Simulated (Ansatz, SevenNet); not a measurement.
Elastic constant C11 (GPa) of 27 elemental metals, computed with the machine-learned potential SevenNet-l3i5 (trained on PBE and PBE+U data) and with r²SCAN (Ansatz, a program for electronic structure, PAW). The set holds measured phases with no doubt noted on the run or the magnetic state but for the caveats below. 4 more of the class have both values but aren't in it, for one of these reasons: built or high-temperature cells, doubts on the run or the magnetic state, unlike cells, values of zero, layered or molecular crystals. Solids without a value at one level (not run, failed, or a magnetic order lost), or held back for tests, aren't counted.

All rows, in order of the shift (worked out from unrounded values):

```csv
solid,SevenNet-l3i5,r²SCAN,shift (%)
bcc Ba,18.9,12.9,-31
fcc Sr,14.3,14.7,+3.3
fcc Pd,204,213,+4.1
hcp Sc,94.9,99.6,+5.0
fcc Cu,182,202,+11.0
fcc Au,154,172,+11.4
fcc Ag,111,124,+11.5
fcc Pt,295,329,+11.6
fcc Ca,20.4,22.9,+12.1
double-hcp La,36.6,42.7,+16.7
hcp Tl,27.3,33.4,+23
fcc Al,105,132,+26
fcc Rh,348,447,+29
fcc Pb,37.9,50.5,+33
hcp Zr,114,153,+35
body-centred tetragonal In,40.4,54.6,+35
hcp Re,476,643,+35
fcc Ir,463,633,+37
hcp Y,55.5,76.9,+39
hcp Ti,135,188,+39
hcp Mg,51.6,72.2,+40
hcp Tc,359,514,+43
hcp Os,546,784,+44
hcp Ru,408,609,+49
hcp Be,226,338,+50
hcp Zn,122,222,+82
hcp Cd,61.0,128,+111
```

The shift from SevenNet-l3i5 to r²SCAN has a median of +33 %, and eight in ten lie between +4.6 % and +49 %; r²SCAN is the larger in 26 of 27. Each level is at its own cell, so the shift holds the change of volume too.

Ansatz's runs of these crystals have no spin polarisation. Meta-GGA and hybrid levels favour moments, which can bear on fcc Pd, hcp Sc, fcc Pt, hcp Ti, hcp Y, fcc Rh.

Spin–orbit coupling is left out, also for the solids with elements from indium on (body-centred tetragonal In, fcc Pt, hcp Os, bcc Ba, double-hcp La, hcp Tl, fcc Ir, hcp Re, fcc Pb, fcc Au); its size isn't shown.

Each level is taken at its own relaxed cell. Ansatz's density-functional and Hartree–Fock values are scalar-relativistic unless marked +SOC, with PAW data made under PBE.
